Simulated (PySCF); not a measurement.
H$_{2}$O$_{2}$, charge +1, quartet, at the geometry of the source list (a state made from the parent by changing its charge; the spin is typed, not shown lowest).

Input for PySCF:
```python
from pyscf import gto, scf, mp

mol = gto.Mole()
mol.atom = '''
    O    -0.63540000    0.00540000    0.31800000
    O     0.63520000    0.01270000   -0.31820000
    H    -1.23890000   -0.02600000   -0.43600000
    H     1.23910000    0.00790000    0.43620000
'''
mol.basis = 'cc-pvtz'
mol.charge = 1
mol.spin = 3
mol.verbose = 4
mol.build()

mf = scf.UHF(mol)
mf.kernel()

pt = mp.MP2(mf)
pt.kernel()
print('E(MP2) = %.10f' % pt.e_tot)
mf.analyze()
```

### Question
Estimate the MP2 correlation energy that MP2/cc-pVTZ (PySCF) returns for this input.

### Answer
-0.4350 Eh

### Question
Predict the SCF-reference <S^2> from MP2/cc-pVTZ.

### Answer
3.805

### Question
Estimate the total energy that MP2/cc-pVTZ returns for this input.

### Answer
-150.6967 Eh

### Question
Estimate the number of basis functions that MP2/cc-pVTZ returns for this input.

### Answer
88

### Question
What is the computed nuclear repulsion energy (MP2/cc-pVTZ)?

### Answer
37.3048 Eh

### Question
Give the SCF-reference HOMO energy at the level MP2/cc-pVTZ.

### Answer
-20.30 eV

These values belong to the state on which the SCF converged, which isn't shown to be the lowest.
